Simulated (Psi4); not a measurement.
**triplet [BCl2]+ at 6 levels**

Aim: a comparison of 6 runs (U-r2SCAN/cc-pVTZ, U-wB97M-V/cc-pVTZ, UB3LYP/cc-pVTZ, UDSD-PBEP86/cc-pVTZ, UPBE0/cc-pVTZ, UMP3/cc-pVTZ) of triplet [BCl2]+. 

The calculation is run with Psi4 1.11.

### 1 The system as given

[BCl2]+: 3 atoms, total charge +1, spin state triplet. SMILES of the parent species: `Cl[B+]Cl`. Geometry: relaxed at PBE0-D4/def2-TZVP. That shape belongs to the parent species and isn't relaxed for this state.

Bond lengths: Cl1–B2 1.610 Å, B2–Cl3 1.610 Å. Angles: Cl1–B2–Cl3 180.0°.

### 2 The energy at U-r2SCAN/cc-pVTZ (run 1)

The input, job.py:

```python
import psi4

psi4.set_memory(2200000000)
psi4.set_num_threads(1)
psi4.set_output_file('psi4.out', False)

geom = psi4.geometry("""
1 3
Cl    -1.267920     0.785680    -0.605300
B      0.000010     0.000020     0.000000
Cl     1.267910    -0.785700     0.605290
symmetry c1
""")

psi4.set_options({
    'basis': 'cc-pVTZ',
    'reference': 'uks',
    'puream': True,
    'e_convergence': 1e-09,
    'd_convergence': 1e-08,
    'scf_type': 'pk',
    'dft_radial_points': 99,
    'dft_spherical_points': 590,
    'maxiter': 100,
})

E, wfn = psi4.energy("R2SCAN", molecule=geom, return_wfn=True)
psi4.oeprop(wfn, "MAYER_INDICES", "WIBERG_LOWDIN_INDICES", "DIPOLE")
print('E =', round(E, 9))
```

Started as:

```bash
$ python job.py
```

psi4.out:

```text
[...]
  Running in c1 symmetry.
[...]
  Nuclear repulsion =  103.386300936329633
[...]
  Multiplicity = 3
[...]
  Nalpha       = 20
  Nbeta        = 18
[...]
    Number of basis functions: 98
[...]
   @UKS iter   1:  -944.62417236832903    6.81598e-01   4.27414e-03 ADIIS/DIIS
[...]
   @UKS iter  31:  -944.72585222972145   -1.02659e-10   4.71659e-09 DIIS
[...]
   @S^2 Observed:                2.009174791E+00
[...]
    Orbital Energies [Eh]
    ---------------------
    Alpha Occupied:
       1A   -101.561546     2A   -101.561540     3A     -9.710349
       4A     -9.710349     5A     -7.456539     6A     -7.456539
       7A     -7.450704     8A     -7.450704     9A     -7.446051
      10A     -7.446050    11A     -6.957265    12A     -1.141741
      13A     -1.128950    14A     -0.759857    15A     -0.712508
      16A     -0.677029    17A     -0.643733    18A     -0.633937
      19A     -0.604257    20A     -0.366577
    Alpha Virtual:
      21A     -0.313444    22A     -0.259591    23A     -0.108273
      24A     -0.085467    25A     -0.041640    26A     -0.022809
[...]
  @UKS Final Energy:  -944.72585222972145
   => Energetics <=
    Nuclear Repulsion Energy =            103.3863009363296328
    One-Electron Energy =               -1497.5465869182771712
    Two-Electron Energy =                 509.6278114453050989
    DFT Exchange-Correlation Energy =     -60.1933776930790287
    Empirical Dispersion Energy =           0.0000000000000000
    VV10 Nonlocal Energy =                  0.0000000000000000
    Total Energy =                       -944.7258522297214540
[...]
 Multipole Moments:
 ------------------------------------------------------------------------------------
     Multipole            Electronic (a.u.)      Nuclear  (a.u.)        Total (a.u.)
 ------------------------------------------------------------------------------------
 L = 1.  Multiply by 2.5417464519 to convert [e a0] to [Debye]
 Dipole X            :         -0.0000134           -0.0000192           -0.0000326
 Dipole Y            :          0.0000096           -0.0000033            0.0000062
 Dipole Z            :          0.0000017            0.0000005            0.0000023
 Magnitude           :                                                    0.0000332
[...]
```

On the terminal:

```text
E = -944.72585223
```

Run time: 52 s. Hardware: 1 thread of Intel Xeon 6975P-C (Granite Rapids), shared host; peak memory 1.1 GiB.

### 3 A single-point energy at U-wB97M-V/cc-pVTZ (run 2)

The input, input.json:

```json
{
 "schema_name": "qcschema_input",
 "schema_version": 1,
 "molecule": {
  "schema_name": "qcschema_molecule",
  "schema_version": 2,
  "symbols": ["Cl", "B", "Cl"],
  "geometry": [-2.39602155, 1.48472002, -1.14385122, 1.89e-05, 3.779e-05, 0.0, 2.39600265, -1.48475782, 1.14383233],
  "molecular_charge": 1,
  "molecular_multiplicity": 3,
  "fix_symmetry": "c1"
 },
 "driver": "energy",
 "model": {
  "method": "wb97m-v",
  "basis": "cc-pVTZ"
 },
 "keywords": {
  "reference": "uks",
  "puream": true,
  "e_convergence": 1e-09,
  "d_convergence": 1e-08,
  "scf_type": "pk",
  "dft_radial_points": 99,
  "dft_spherical_points": 590,
  "maxiter": 100
 }
}
```

Started as:

```bash
$ psi4 --qcschema input.json -n 1 --memory 2200MB
```

stdout:

```text
[...]
  Running in c1 symmetry.
[...]
  Nuclear repulsion =  103.386300939243597
[...]
  Multiplicity = 3
[...]
  Nalpha       = 20
  Nbeta        = 18
[...]
    Number of basis functions: 98
[...]
   @UKS iter   1:  -944.71250827789743    5.11338e-01   1.67874e-03 ADIIS/DIIS
[...]
   @UKS iter  15:  -944.73024509333106   -2.09184e-11   8.95825e-09 DIIS
[...]
   @S^2 Observed:                2.003581075E+00
[...]
    Orbital Energies [Eh]
    ---------------------
    Alpha Occupied:
       1A   -102.235422     2A   -102.235419     3A     -9.989225
       4A     -9.989218     5A     -7.696970     6A     -7.696967
       7A     -7.689031     8A     -7.689028     9A     -7.684721
      10A     -7.684719    11A     -7.223659    12A     -1.299425
      13A     -1.286943    14A     -0.892542    15A     -0.841256
      16A     -0.801349    17A     -0.776541    18A     -0.759017
      19A     -0.728548    20A     -0.462337
    Alpha Virtual:
      21A     -0.202805    22A     -0.151530    23A     -0.027118
      24A     -0.012987    25A      0.023643    26A      0.027354
[...]
  @UKS Final Energy:  -944.73024509333106
   => Energetics <=
    Nuclear Repulsion Energy =            103.3863009392435970
    One-Electron Energy =               -1497.4247380557787892
    Two-Electron Energy =                 495.5247778013811057
    DFT Exchange-Correlation Energy =     -46.3759434201763483
    Empirical Dispersion Energy =           0.0000000000000000
    VV10 Nonlocal Energy =                  0.1593576419992079
    Total Energy =                       -944.7302450933310638
[...]
 Multipole Moments:
 ------------------------------------------------------------------------------------
     Multipole            Electronic (a.u.)      Nuclear  (a.u.)        Total (a.u.)
 ------------------------------------------------------------------------------------
 L = 1.  Multiply by 2.5417464519 to convert [e a0] to [Debye]
 Dipole X            :         -0.0000179           -0.0000192           -0.0000372
 Dipole Y            :          0.0000086           -0.0000033            0.0000053
 Dipole Z            :          0.0000089            0.0000005            0.0000094
 Magnitude           :                                                    0.0000387
[...]
```

The result, in JSON:

```text
{
 "driver": "energy",
 "model": {
  "method": "wb97m-v",
  "basis": "cc-pVTZ"
 },
 "success": true,
 "return_result": -944.7302450933311,
 "properties": {
  "calcinfo_nbasis": 98,
  "calcinfo_nmo": 98,
  "calcinfo_nalpha": 20,
  "calcinfo_nbeta": 18,
  "calcinfo_natom": 3,
  "nuclear_repulsion_energy": 103.3863009392436,
  "return_energy": -944.7302450933311,
  "scf_one_electron_energy": -1497.4247380557788,
  "scf_two_electron_energy": 495.5247778013811,
  "scf_vv10_energy": 0.15935764199920793,
  "scf_xc_energy": -46.37594342017635,
  "scf_dipole_moment": [-3.7154361896614676e-05, 5.316678880210583e-06, 9.427849334141347e-06],
  "scf_total_energy": -944.7302450933311,
  "scf_iterations": 15
 }
}
```

Run time: 47 s. Hardware: 1 thread of Intel Xeon 6975P-C (Granite Rapids), shared host; peak memory 1.2 GiB.

Runs 3 to 5 aren't shown in full; the table further down has their settings and results.

### 4 The energy at UMP3/cc-pVTZ (run 6)

The input, bcl2.dat:

```
memory 2.2 GB

molecule system {
  1 3
  Cl    -1.267920     0.785680    -0.605300
  B      0.000010     0.000020     0.000000
  Cl     1.267910    -0.785700     0.605290
  units angstrom
  symmetry c1
}

set {
  basis           cc-pVTZ
  reference       uhf
  puream          true
  e_convergence   1e-09
  d_convergence   1e-08
  scf_type        pk
  num_frozen_docc 11
  maxiter         100
  mp_type         conv
}

e = energy("mp3")
```

Started as:

```bash
$ psi4 bcl2.dat bcl2.out -n 1
```

bcl2.out:

```text
[...]
  Running in c1 symmetry.
[...]
  Nuclear repulsion =  103.386300936329633
[...]
  Multiplicity = 3
[...]
  Nalpha       = 20
  Nbeta        = 18
[...]
    Number of basis functions: 98
[...]
   @UHF iter   1:  -943.19648963700058    4.88637e-01   2.00948e-03 DIIS/ADIIS
[...]
   @UHF iter  20:  -943.23925787775022   -2.38742e-12   8.43654e-09 DIIS
[...]
   @S^2 Observed:                2.027275550E+00
[...]
    Orbital Energies [Eh]
    ---------------------
    Alpha Occupied:
       1A   -105.189860     2A   -105.189859     3A    -10.911328
       4A    -10.911319     5A     -8.390599     6A     -8.390597
       7A     -8.373414     8A     -8.373410     9A     -8.373285
      10A     -8.373283    11A     -7.924628    12A     -1.474874
      13A     -1.456378    14A     -0.971766    15A     -0.898743
      16A     -0.890358    17A     -0.839480    18A     -0.818999
      19A     -0.774472    20A     -0.500134
    Alpha Virtual:
      21A     -0.134789    22A     -0.105657    23A      0.027654
      24A      0.032812    25A      0.062636    26A      0.080435
[...]
  @UHF Final Energy:  -943.23925787775022
   => Energetics <=
    Nuclear Repulsion Energy =            103.3863009363296328
    One-Electron Energy =               -1497.1558765276342911
    Two-Electron Energy =                 450.5303177135544388
    Total Energy =                       -943.2392578777501058
  UHF NO Occupations:
  HONO-2 :   18  A 1.9951083
  HONO-1 :   19  A 1.0000000
[...]
 Multipole Moments:
 ------------------------------------------------------------------------------------
     Multipole            Electronic (a.u.)      Nuclear  (a.u.)        Total (a.u.)
 ------------------------------------------------------------------------------------
 L = 1.  Multiply by 2.5417464519 to convert [e a0] to [Debye]
 Dipole X            :         -0.0000308           -0.0000192           -0.0000500
 Dipole Y            :          0.0000087           -0.0000033            0.0000054
 Dipole Z            :         -0.0000082            0.0000005           -0.0000076
 Magnitude           :                                                    0.0000509
[...]
	SCS-MP2 Total Energy (a.u.)        :  -943.66301387608200
	SOS-MP2 Total Energy (a.u.)        :  -943.65827616902800
[...]
	SOS-PI-MP2 Total Energy (a.u.)     :  -943.69050834528014
[...]
	MP2 Total Energy (a.u.)            :  -943.67248929019001
[...]
	SCS-MP3 Total Energy (a.u.)        :  -943.67253269577986
[...]
	MP3 Total Energy (a.u.)            :  -943.71056456898123
[...]
```

Run time: 23 s. Hardware: 1 thread of Intel Xeon 6975P-C (Granite Rapids), shared host; peak memory 0.85 GiB.

### 5 Overview of the runs

| run | level | task | frozen core orbitals | fitting correlation | energy (Eh) | HOMO energy (eV) | ⟨S²⟩ | wall time |
| --- | --- | --- | --- | --- | --- | --- | --- | --- |
| 1 | U-r2SCAN/cc-pVTZ | energy | 0 | – | -944.725852 | -9.98 | 2.009 | 52 s |
| 2 | U-wB97M-V/cc-pVTZ | energy | 0 | – | -944.730245 | -12.58 | 2.004 | 47 s |
| 3 | UB3LYP/cc-pVTZ | gradient | 0 | – | -944.829636 | -10.54 | 2.006 | 34 s |
| 4 | UDSD-PBEP86/cc-pVTZ (density fitting for correlation) | energy | 11 | density fitting | -944.087870 | -12.28 | 2.056 | 17 s |
| 5 | UPBE0/cc-pVTZ | gradient | 0 | – | -944.460160 | -10.82 | 2.007 | 37 s |
| 6 | UMP3/cc-pVTZ | energy | 11 | none | -943.710565 | -13.61 | 2.027 | 23 s |

### 6 Results

| quantity | value |
| --- | --- |
| run 6: total energy | -943.71056 Eh |
| run 6: HOMO energy (Hartree–Fock orbitals) (highest over α and β) | -13.61 eV |
| run 6: LUMO energy (Hartree–Fock orbitals) (lowest over α and β) | -11.08 eV |
| run 6: correlation energy (11 core orbitals frozen) | -471.3 mEh |
| run 6: ⟨S²⟩ of the reference determinant | 2.027 |

**Reading.** Totals of different functionals can't be ranked against each other. All runs together took 3.5 min, the longest 52 s.
